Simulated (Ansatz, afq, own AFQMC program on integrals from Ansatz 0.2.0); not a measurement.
Where AFQMC and coupled cluster stand for CH2⁺, doublet

```csv
atom,x (Å),y (Å),z (Å)
C,0.0000,0.0000,0.0000
H,0.0000,0.0000,-1.4489
H,0.0000,0.0000,1.4489
```

Basis cc-pVDZ. Only valence electrons are correlated. Integrals, coupled cluster, full CI and functionals: Ansatz 0.2.0; the random walks run on the same integrals in our own AFQMC program. ph-AFQMC/CISD is guided by a CISD state made of CCSD amplitudes; releasing the constraint for a short imaginary time cuts its bias at the price of noise, slowly where states lie close. Uncertainties: one standard error, sampling alone.

Determinant: ROHF, the one that the program's search chose, which needn't be the lowest solution. The geometry is a point of a scan.

Full CI on the same integrals is exact in this basis and with this determinant's frozen core.

* T1 diagnostic: 0.0242
* weight of the determinant in the CISD state: 0.926
* size of the correlated space: 5 electrons in 23 orbitals

Reference: full CI, correlation energy -3.298 eV. The released energy is read at 2.40 1/Eh (meV from the phaseless value at times in 1/Eh: -1.1 ± 0.9 at 0.24, -2.8 ± 0.8 at 0.51, -6.0 ± 1.3 at 0.99, -8.2 ± 1.7 at 1.62, -7.8 ± 1.1 at 2.40).

```csv
level,E − E(reference) (kcal/mol),share of correlation (%)
HF,76.05,0.00
MP2,19.02,74.99
CCSD,1.94,97.44
CCSD(T),0.51,99.33
CCSDT,0.08,99.90
CCSDT(Q),0.02,99.98
CCSDTQ,0.00,100.00
ph-AFQMC/CISD,0.17 ± 0.03,99.78
released AFQMC,-0.01 ± 0.02,100.01
```

CCSDT and higher add their correlation energy to the determinant of the CCSD(T) run, since their own runs factorise the integrals more tightly (a shift of under 2 meV). A walk keeps the symmetry of its determinant, which the program's search chose and which needn't be the lowest solution, so a lower state of the same spin and another symmetry isn't excluded. Released energies are given only where the last usable release times agree within the noise; a slower fall can still hide under it.
